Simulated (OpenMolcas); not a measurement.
# BNH6 (SMILES [BH3-][NH3+]), step by step

We compute the energy (HF/ANO-R0), then the energy (CASSCF(2,2)/ANO-R1), then an energy scan (CASPT2(2,2)/ANO-R1), then an energy scan (SC-NEVPT2(2,2)/ANO-R1), then the energy along one coordinate (MC-PDFT[tPBE](2,2)/ANO-R1) of BNH6. 

The results are computed with OpenMolcas 26.06.

**1. The structure to begin with**

BNH6: 8 atoms, total charge 0, spin state singlet. SMILES: `[BH3-][NH3+]`. The shape is that of a PBE0-D4/def2-TZVP optimisation.

Bond lengths: B1–N2 1.639 Å, B1–H3 1.212 Å, B1–H4 1.212 Å, B1–H5 1.212 Å, N2–H6 1.015 Å, N2–H7 1.015 Å, N2–H8 1.015 Å. Some angles: B1–N2–H6 110.9°, B1–N2–H7 110.9°, B1–N2–H8 110.9°, N2–B1–H3 105.3°, N2–B1–H4 105.3°, N2–B1–H5 105.3°, H6–N2–H7 108.0°, H6–N2–H8 108.0°, H7–N2–H8 108.0°, H3–B1–H4 113.3°.

**2. A single-point energy at HF/ANO-R0 (sfX2C) (run 1)**

The input, coord.xyz:

```xyz
8

B     -0.191300     0.250800    -0.775400
N      0.206500    -0.255100     0.731700
H     -0.078200    -0.728400    -1.481000
H     -1.332600     0.649700    -0.687200
H      0.604400     1.126600    -1.038400
H      0.140800     0.507000     1.398700
H      1.156600    -0.611300     0.755300
H     -0.414000    -0.996500     1.040500
```

The input, step1.inp:

```
&GATEWAY
  COORD
  coord.xyz
  BASIS
  ANO-R0
  GROUP
  NoSym

&SEWARD

&SCF
  PRORBITALS
  0

&LOCALISATION
  OCCUPIED
  FREEZE
  PIPEK-MEZEY

&LOCALISATION
  FILEORB
  $Project.LocOrb
  VIRTUAL
  PIPEK-MEZEY
```

On the command line:

```sh
export MOLCAS_MEM=1860
pymolcas step1.inp > step1.log
```

Output:

```text
--- Start Module: gateway ---
[...]
--- Stop Module: gateway /rc=_RC_ALL_IS_WELL_ ---
[...]
      Basis functions           16
[...]
       Convergence after  10 Iterations
[...]
::    Total SCF energy                                -82.1500277766
[...]
      Total spin, S                                     0.0000000000
[...]
      Total electronic charge=   18.000000
      Total            charge=   -0.000000
[...]
      Dipole Moment (debye):
      Origin of the operator (angstrom)=    0.0278   -0.0278    0.0546
                   X=  1.8013E+00               Y= -2.2905E+00               Z=  6.8235E+00           Total=  7.4197E+00
      Quadrupole Moment (debye*angstrom):
[...]
--- Start Module: localisation ---
[...]
--- Stop Module: localisation /rc=_RC_ALL_IS_WELL_ ---
--- Start Module: localisation ---
[...]
--- Stop Module: localisation /rc=_RC_ALL_IS_WELL_ ---
[...]
```

Run time: 4.2 s. Hardware: 1 thread of Intel Xeon Platinum 8259CL at 2.50GHz (Skylake/Cascade Lake), shared host; peak memory 0.38 GiB.

**3. A single-point energy at CASSCF(2,2)/ANO-R1 (sfX2C) (run 2)**

coord.xyz is that of step 2.

The input, step2.inp:

```
&GATEWAY
COORD
coord.xyz
BASIS
ANO-R0
GROUP
NoSym
&SEWARD
&RASSCF
FILEORB
$CurrDir/step1.LocOrb
ALTER
2
1 5 9
1 10 12
SPIN
1
NACTEL
2 0 0
INACTIVE
8
RAS2
2
ORBLISTING
Nothing
>>> COPY $Project.RunFile RUNFIL1
>>> COPY $Project.RasOrb INPORB
&GATEWAY
COORD
coord.xyz
BASIS
ANO-R1
GROUP
NoSym
&SEWARD
>>> COPY $Project.RunFile RUNFIL2
&EXPBAS
&RASSCF
FILEORB
$Project.ExpOrb
SPIN
1
NACTEL
2 0 0
INACTIVE
8
RAS2
2
ORBLISTING
Nothing
```

On the command line:

```sh
export MOLCAS_MEM=1860
pymolcas step2.inp > step2.log
```

Output:

```text
--- Start Module: gateway ---
[...]
--- Stop Module: gateway /rc=_RC_ALL_IS_WELL_ ---
[...]
      Basis functions           16
[...]
      Number of active orbitals                  2
[...]
      Spin quantum number                      0.0
[...]
      Active orbitals                            2
[...]
      Number of CSFs                             3
[...]
      Number of root(s) required                 1
[...]
      Convergence after 15 iterations
[...]
      printout of CI-coefficients larger than  0.05 for root  1
      energy=     -82.163268
      conf/sym  11     Coeff  Weight
             1  20   0.99526 0.99055
             3  02  -0.09720 0.00945
      Natural orbitals and occupation numbers for root  1
      sym 1:   1.981102   0.018898
      ************************************************************************************************************************
      *                                                    Final results                                                     *
[...]
::    RASSCF root number  1 Total energy:    -82.16326782
[...]
      Basis functions           58
[...]
--- Start Module: expbas ---
[...]
--- Stop Module: expbas /rc=_RC_ALL_IS_WELL_ ---
--- Start Module: rasscf ---
[...]
      Convergence after 15 iterations
[...]
      Natural orbitals and occupation numbers for root  1
      sym 1:   1.982437   0.017563
      ************************************************************************************************************************
      *                                                    Final results                                                     *
[...]
::    RASSCF root number  1 Total energy:    -82.70177893
[...]
      Total electronic charge=   18.000000
      Total            charge=   -0.000000
[...]
      Dipole Moment (debye):
      Origin of the operator (angstrom)=    0.0278   -0.0278    0.0546
                   X=  1.3468E+00               Y= -1.7500E+00               Z=  5.0507E+00           Total=  5.5124E+00
      Quadrupole Moment (debye*angstrom):
[...]
--- Stop Module: rasscf /rc=_RC_ALL_IS_WELL_ ---
[...]
```

Run time: 11 s. Hardware: 1 thread of Intel Xeon Platinum 8259CL at 2.50GHz (Skylake/Cascade Lake), shared host; peak memory 0.4 GiB.

**4. An energy scan at CASPT2(2,2)/ANO-R1 (sfX2C, ipea shift 0.25 Eh, pt2 variant SS) (run 3)**

The input, step3.input:

```
>>> COPY $CurrDir/step2.RasOrb $Project.RasOrb
>>> ForEach K in (1, 2, 3, 4, 5, 6, 7, 8, 9)

&GATEWAY
 COORD=$CurrDir/point$K.xyz
 BASIS=ANO-R1
 GROUP=NoSym

&SEWARD

&RASSCF
 FILEORB=$Project.RasOrb
 SPIN=1
 NACTEL=2 0 0
 INACTIVE=8
 RAS2=2
 ORBLISTING=Nothing

&CASPT2
 IMAGINARY=0.2
 FROZEN=2
>>> EndDo
```

On the command line:

```sh
export MOLCAS_MEM=1860
pymolcas step3.input > step3.log
```

Output:

```text
[...]
      Basis functions           58
[...]
      Number of active orbitals                  2
[...]
      Spin quantum number                      0.0
[...]
      Active orbitals                            2
[...]
      Number of CSFs                             3
[...]
      Number of root(s) required                 1
[...]
      Convergence after 10 iterations
[...]
      Natural orbitals and occupation numbers for root  1
      sym 1:   1.988046   0.011954
      ************************************************************************************************************************
      *                                                    Final results                                                     *
[...]
::    RASSCF root number  1 Total energy:    -82.68971118
[...]
::    CASPT2 Root  1     Total energy:    -82.97587257
[...]
      Convergence after 12 iterations
[...]
      Natural orbitals and occupation numbers for root  1
      sym 1:   1.982430   0.017570
      ************************************************************************************************************************
      *                                                    Final results                                                     *
[...]
      Convergence after 12 iterations
[...]
      Natural orbitals and occupation numbers for root  1
      sym 1:   1.834312   0.165688
      ************************************************************************************************************************
      *                                                    Final results                                                     *
[...]
      Convergence after 12 iterations
[...]
      Natural orbitals and occupation numbers for root  1
      sym 1:   1.673345   0.326655
      ************************************************************************************************************************
      *                                                    Final results                                                     *
[...]
      Convergence after 12 iterations
[...]
      Natural orbitals and occupation numbers for root  1
      sym 1:   1.424742   0.575258
      ************************************************************************************************************************
      *                                                    Final results                                                     *
[...]
::    RASSCF root number  1 Total energy:    -82.53395355
[...]
::    CASPT2 Root  1     Total energy:    -82.80756908
[...]
      Convergence after 13 iterations
[...]
::    RASSCF root number  1 Total energy:    -82.52572964
[...]
::    CASPT2 Root  1     Total energy:    -82.79742376
[...]
```

Run time: 67 s. Hardware: 1 thread of Intel Xeon Platinum 8259CL at 2.50GHz (Skylake/Cascade Lake), shared host; peak memory 0.41 GiB.

The scan, from its lowest point:

```csv
H6–N2 (Å),energy (kJ/mol)
0.913,31.2
1.015,0.0
1.116,15.9
1.269,80.9
1.472,188.2
1.725,308.1
2.030,408.0
2.436,473.1
3.045,499.7
```

**5. The energy along one coordinate at SC-NEVPT2(2,2)/ANO-R1 (sfX2C, pt2 variant SC-NEVPT2) (run 4)**

The input, step4.input:

```
>>> EXPORT MOLCAS_PRINT=2
>>> COPY $CurrDir/step2.RasOrb $Project.RasOrb
>>> ForEach K in (1, 2, 3, 4, 5, 6, 7, 8, 9)

&GATEWAY
  Coord=$CurrDir/point$K.xyz
  Basis=ANO-R1
  Group=NoSym

&SEWARD

&RASSCF
  FileOrb=$Project.RasOrb
  Spin=1
  Nactel=2 0 0
  Inactive=8
  Ras2=2
  OrbListing=Nothing

&CASPT2
  SC-NEVPT2
  Frozen=2
>>> EndDo
```

On the command line:

```sh
export MOLCAS_MEM=1860
pymolcas step4.input > step4.log
```

Output:

```text
[...]
      Basis functions           58
[...]
      Number of active orbitals                  2
[...]
      Spin quantum number                      0.0
[...]
      Active orbitals                            2
[...]
      Number of CSFs                             3
[...]
      Number of root(s) required                 1
[...]
      Convergence after 10 iterations
[...]
      printout of CI-coefficients larger than  0.05 for root  1
      energy=     -82.689711
      conf/sym  11     Coeff  Weight
             1  20   0.99701 0.99402
             3  02  -0.07731 0.00598
      Natural orbitals and occupation numbers for root  1
      sym 1:   1.988046   0.011954
      ************************************************************************************************************************
      *                                                    Final results                                                     *
[...]
::    RASSCF root number  1 Total energy:    -82.68971118
[...]
      E2 (Variational):          -0.2839875366
[...]
::    SC-NEVPT2 Root  1     Total energy:    -82.97364698
[...]
      Convergence after 12 iterations
[...]
      Natural orbitals and occupation numbers for root  1
      sym 1:   1.982430   0.017570
      ************************************************************************************************************************
      *                                                    Final results                                                     *
[...]
      Convergence after 12 iterations
[...]
      Natural orbitals and occupation numbers for root  1
      sym 1:   1.834312   0.165688
      ************************************************************************************************************************
      *                                                    Final results                                                     *
[...]
      Convergence after 12 iterations
[...]
      Natural orbitals and occupation numbers for root  1
      sym 1:   1.673345   0.326655
      ************************************************************************************************************************
      *                                                    Final results                                                     *
[...]
      Convergence after 12 iterations
[...]
::    RASSCF root number  1 Total energy:    -82.53395355
[...]
::    SC-NEVPT2 Root  1     Total energy:    -82.80417093
[...]
      Convergence after 13 iterations
[...]
::    RASSCF root number  1 Total energy:    -82.52572964
[...]
      E2 (Variational):          -0.2683308374
[...]
      Reference weight:           0.91444
[...]
::    SC-NEVPT2 Root  1     Total energy:    -82.79406048
[...]
```

Run time: 66 s. Hardware: 1 thread of Intel Xeon Platinum 8259CL at 2.50GHz (Skylake/Cascade Lake), shared host; peak memory 0.41 GiB.

The scan, from its lowest point:

```
H6–N2 (Å)  energy (kJ/mol)
    0.913             33.0
    1.015              0.0
    1.116             14.5
    1.269             78.0
    1.472            185.3
    1.725            307.6
    2.030            411.1
    2.436            478.0
    3.045            504.5
```

**6. An energy scan at MC-PDFT[tPBE](2,2)/ANO-R1 (sfX2C) (run 5)**

The input, step5.inp:

```
>>> COPY $CurrDir/step2.RasOrb $Project.RasOrb
>>> ForEach K in (1, 2, 3, 4, 5, 6, 7, 8, 9)

&GATEWAY
 Coord
 $CurrDir/point$K.xyz
 Basis
 ANO-R1
 Group
 NoSym

&SEWARD

&RASSCF
 FileOrb
 $Project.RasOrb
 Spin
 1
 Nactel
 2 0 0
 Inactive
 8
 Ras2
 2
 OrbListing
 Nothing

&MCPDFT
 KSDFT
 T:PBE
>>> EndDo
```

On the command line:

```sh
export MOLCAS_MEM=1860
pymolcas step5.inp > step5.log
```

Output:

```text
--- Start Module: gateway ---
[...]
      Basis functions           58
[...]
      Number of active orbitals                  2
[...]
      Spin quantum number                      0.0
[...]
      Active orbitals                            2
[...]
      Number of CSFs                             3
[...]
      Number of root(s) required                 1
[...]
      Convergence after 10 iterations
[...]
      printout of CI-coefficients larger than  0.05 for root  1
      energy=     -82.689711
      conf/sym  11     Coeff  Weight
             1  20   0.99701 0.99402
             3  02  -0.07731 0.00598
      Natural orbitals and occupation numbers for root  1
      sym 1:   1.988046   0.011954
      ************************************************************************************************************************
      *                                                    Final results                                                     *
[...]
::    RASSCF root number  1 Total energy:    -82.68971118
[...]
::    MCPDFT root number  1 Total energy:    -83.12166231
[...]
      Convergence after 12 iterations
[...]
      Natural orbitals and occupation numbers for root  1
      sym 1:   1.982430   0.017570
      ************************************************************************************************************************
      *                                                    Final results                                                     *
[...]
      Convergence after 12 iterations
[...]
      Natural orbitals and occupation numbers for root  1
      sym 1:   1.834312   0.165688
      ************************************************************************************************************************
      *                                                    Final results                                                     *
[...]
      Convergence after 12 iterations
[...]
      Natural orbitals and occupation numbers for root  1
      sym 1:   1.673345   0.326655
      ************************************************************************************************************************
      *                                                    Final results                                                     *
[...]
      Convergence after 12 iterations
[...]
::    RASSCF root number  1 Total energy:    -82.53395355
[...]
::    MCPDFT root number  1 Total energy:    -82.94718240
[...]
      Convergence after 13 iterations
[...]
::    RASSCF root number  1 Total energy:    -82.52572964
[...]
      Total electronic charge=   18.000000
      Total            charge=   -0.000000
[...]
::    MCPDFT root number  1 Total energy:    -82.93595557
[...]
```

Run time: 71 s. Hardware: 1 thread of Intel Xeon Platinum 8259CL at 2.50GHz (Skylake/Cascade Lake), shared host; peak memory 0.41 GiB.

The scan, from its lowest point:

```csv
H6–N2 (Å),energy (kJ/mol)
0.913,31.8
1.015,0.0
1.116,14.8
1.269,78.1
1.472,184.7
1.725,307.7
2.030,415.9
2.436,489.9
3.045,519.4
```

**7. What came out**

```
                                                   quantity         value
                             run 1, HF/ANO-R0: total energy  -82.15003 Eh
                            run 1, HF/ANO-R0: dipole moment        7.42 D
                              run 1, HF/ANO-R0: HOMO energy     -12.57 eV
                              run 1, HF/ANO-R0: LUMO energy       2.83 eV
                            run 1, HF/ANO-R0: HOMO–LUMO gap      15.40 eV
                    run 2, CASSCF(2,2)/ANO-R1: total energy  -82.70178 Eh
  run 2, CASSCF(2,2)/ANO-R1: dipole moment (CASSCF density)        5.51 D
       run 3, CASPT2(2,2)/ANO-R1: lowest energy of the scan  -82.98776 Eh
    run 4, SC-NEVPT2(2,2)/ANO-R1: lowest energy of the scan  -82.98622 Eh
run 5, MC-PDFT[tPBE](2,2)/ANO-R1: lowest energy of the scan  -83.13379 Eh
```

Mulliken charges (run 1, HF/ANO-R0) run from -0.72 on N2 to +0.42 on H6.
